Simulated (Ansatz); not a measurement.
# AlH3 (singlet): the correlation ladder at scale of all distances = 1.721, cc-pVDZ

How much of the correlation energy of AlH3 (singlet) does each wave-function method recover here?

Computed with Ansatz 0.2.0, Gaussian basis. Level: cc-pVDZ, core rule «outside noble gas», up to 5 orbitals frozen.

To be run: UHF; CCSD(T) on RHF; CCSD(T) on UHF; BCCD(T) on RHF; CISD; CCSDT(Q) on RHF; CCSDT(Q) on UHF; CCSDTQ on RHF; CASSCF and MRCISD+Q, 2 electrons in 2 orbitals; CASSCF and NEVPT2, 2 electrons in 2 orbitals; CASSCF and MRCISD+Q, 6 electrons in 7 orbitals; CASSCF and MRCISD+Q(relaxed), 6 electrons in 7 orbitals; CASSCF and NEVPT2, 6 electrons in 7 orbitals; Full CI.

20 further runs of the same task are left out: 10 for a known fault of the program, 8 that didn't finish, 2 set aside as unsound or not needed.

## Step 1: What is computed

The geometry derives from a PBE0/def2-TZVP stationary point (not a proven minimum). All distances are scaled together.

4 atoms, charge 0, spin multiplicity 1.

Atoms are counted from 1 here; the program's logs count them from 0.

No contacts short enough for the rule that draws bonds.

Geometry (Å):

```mol
AlH3
  3D, bonds by distance, orders not assigned

  4  0  0  0  0  0  0  0  0  0999 V2000
    0.0000    0.0000    0.0000 Al  0  0
    2.7291    0.0259   -0.0001 H   0  0
   -1.3870    2.3505   -0.0048 H   0  0
   -1.3421   -2.3764    0.0049 H   0  0
M  END
```

## Step 2: UHF

Input file in.yaml:

```yaml
crystal:
  periodic: [false, false, false]
  atoms:
    - {symbol: Al, position_ang: [0.000000, 0.000000, 0.000000]}
    - {symbol: H, position_ang: [2.729121, 0.025903, -0.000143]}
    - {symbol: H, position_ang: [-1.386993, 2.350531, -0.004802]}
    - {symbol: H, position_ang: [-1.342128, -2.376434, 0.004944]}
basis:
  gaussian: {orbitals: cc-pVDZ}
magnetization: {spin_polarized: true, initial_magnetization: 0}
hamiltonian: {xc: hf}
output: {orbitals: {seedname: orbitals}}
```

Launch:

```bash
ansatz run in.yaml --threads 1 --pin off --events-out ev --progress --plain --max-ram 2393MiB
```

The runs that follow: CCSD(T) on RHF; CCSD(T) on UHF; BCCD(T) on RHF; CISD; CCSDT(Q) on RHF; CCSDT(Q) on UHF; CCSDTQ on RHF; CASSCF and MRCISD+Q, 2 electrons in 2 orbitals; CASSCF and NEVPT2, 2 electrons in 2 orbitals; CASSCF and MRCISD+Q, 6 electrons in 7 orbitals; CASSCF and MRCISD+Q(relaxed), 6 electrons in 7 orbitals; CASSCF and NEVPT2, 6 electrons in 7 orbitals; Full CI.

Before running them: what should the planned runs give, taken together? Wanted: FCI below the RHF energy; RMP2 from FCI; UMP2 from FCI; RCCSD from FCI; RCCSD(T) from FCI; UCCSD(T) from FCI; RCCSDT(Q) from FCI; UCCSDT(Q) from FCI; NEVPT2 pair from FCI.

**Answer**, as computed:

| quantity | value |
| --- | --- |
| FCI below the RHF energy | -5.1449 eV |
| RMP2 from FCI | +2160.5 meV |
| UMP2 from FCI | +1507.2 meV |
| RCCSD from FCI | +456.0 meV |
| RCCSD(T) from FCI | +124.3 meV |
| UCCSD(T) from FCI | +330.9 meV |
| RCCSDT(Q) from FCI | -0.5 meV |
| UCCSDT(Q) from FCI | +26.9 meV |
| NEVPT2 pair from FCI | +1455.5 meV |
| MRCISD+Q pair from FCI | +106.1 meV |
| NEVPT2 valence from FCI | +254.9 meV |
| levels within 1 kcal/mol (43 meV) | RCCSDT, RCCSDT(Q), UCCSDT(Q), RCCSDTQ, MRCISD valence, MRCISD+Q valence, MRCISD+Q(relaxed) valence |
| T1 diagnostic | 0.054 |
| effectively unpaired electrons | 1.52 |

**Reading.** RCCSD(T) misses by +124.3 meV, 2.4 % of the correlation energy. CCSD(T) misses by +124.3 meV on the restricted determinant and by +330.9 meV on the unrestricted one; the two need not hold the same state or core. RCCSDTQ, MRCISD+Q(relaxed) valence fall below full CI, which methods that aren't variational can do. With 1.5 effectively unpaired electrons against 0 the state is strongly multireference. Coupled cluster on one determinant still stays close here. Of the multireference levels listed MRCISD+Q valence comes nearest in total energy (+11.8 meV), which doesn't show that its space is the better one. These misses are within one basis, not against nature.
